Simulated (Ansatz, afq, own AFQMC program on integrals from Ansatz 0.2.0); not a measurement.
Integrals from Ansatz 0.2.0, then the random walk in our own AFQMC program (afq).

```yaml
crystal:
  periodic: [false, false, false]
  atoms:
    - {symbol: Al, position_ang: [-0.001787, 0.076045, -0.103080]}
    - {symbol: H, position_ang: [-0.001787, -1.370777, -0.761429]}
    - {symbol: H, position_ang: [0.472072, -0.356737, 1.871238]}
    - {symbol: H, position_ang: [-0.422437, -0.308141, 1.649544]}
basis:
  gaussian: {orbitals: 6-31G}
magnetization: {spin_polarized: true, initial_magnetization: 2}
correlation: {method: ccsd_t, electrons: outside_noble_gas, hamiltonian_folder: ham}
```

```sh
$ ansatz run in.yaml --threads 1 --pin off --events-out ev --progress --plain --max-ram 16896MiB --backend cuda --devices 0, --max-vram 18GiB
```

Options of the walk:

```
--method phaseless --trial cisd --walkers 4000 --populations 20 --least-time 60 --time-step 0.005 --steps-per-block 50 --equilibration-blocks 28 --max-blocks 4000 --target-error 0.00015 --factor-cut 1e-05 --start spin_pure --seed 4056 --release-times 0.24,0.51,0.99,1.62,2.4 --release-step 0.03 --release-every 3 --taylor-order 6
```

Times are imaginary, in 1/Eh. The walk had a cap of 122 s. With eight or more populations the least sampling time is a fifth of least-time, and the error comes from their spread.

afq prints:

```
orbitals 14  electrons 4 2  factors 82 of 234
reference energy -243.49062753 Eh
CCSD correlation -0.05857939 Eh in 12 cycles, weight of the determinant in the CISD state 0.9465
energy of the start -243.549201 Eh
 block  time / (1/Eh)  mean weight  energy / Eh
     1     0.250  1.0001  -243.549006
     2     0.500  1.0000  -243.549029
     3     0.750  0.9999  -243.549146
     4     1.000  1.0001  -243.549289
     5     1.250  1.0000  -243.549404
    12     3.000  1.0000  -243.549955
    19     4.750  1.0001  -243.550091
    26     6.500  1.0000  -243.550102
    33     8.250  1.0000  -243.550198
    34     8.500  1.0000  -243.550309
    39     9.750  1.0000  -243.549961
    40    10.000  0.9999  -243.550044
    47    11.750  1.0000  -243.550074
    54    13.500  1.0000  -243.550150
    61    15.250  0.9999  -243.550102
    68    17.000  0.9999  -243.550131
    75    18.750  1.0000  -243.550050
    78    19.500  0.9999  -243.550132
error from the spread of 20 populations
released: time / (1/Eh)  energy / Eh  error  mean overlap
  0.24  -243.550145  0.000028  1.0001
  0.51  -243.550152  0.000020  0.9998
  0.99  -243.550164  0.000013  0.9991
  1.62  -243.550179  0.000011  1.0008
  2.40  -243.550214  0.000011  0.9972
energy -243.550134 +/- 0.000023 Eh
(rows thinned)
```

The run passed its tests (sampling time, drift between the halves within three errors, error under three times the target), which doesn't prove that it has relaxed.

Against this walk (error 0.6 meV) on the same determinant: CCSD(T) 7.4 meV higher, CCSDT(Q) 2.0 meV lower, CCSDTQ 2.1 meV lower, full CI 2.1 meV lower. The error is statistical and leaves out the bias of the constraint. Released to 2.40 1/Eh the energy lies 2.2 ± 0.7 meV (both errors) below the phaseless value, which shows part or all of the bias of the constraint, and full CI lies 0.1 meV above the released value.

Cautions: constraint bias not in the error; lower spins were not checked.

The walk took 17 s on 1 × NVIDIA H100 80GB HBM3 with 2 threads of AMD EPYC 7R13 Processor (Zen 3) (shared host) (the card was shared). The log's last line is the phaseless energy.

CCSDT and higher add their correlation energy to the determinant of the CCSD(T) run, since their own runs factorise the integrals more tightly (a shift of under 2 meV).
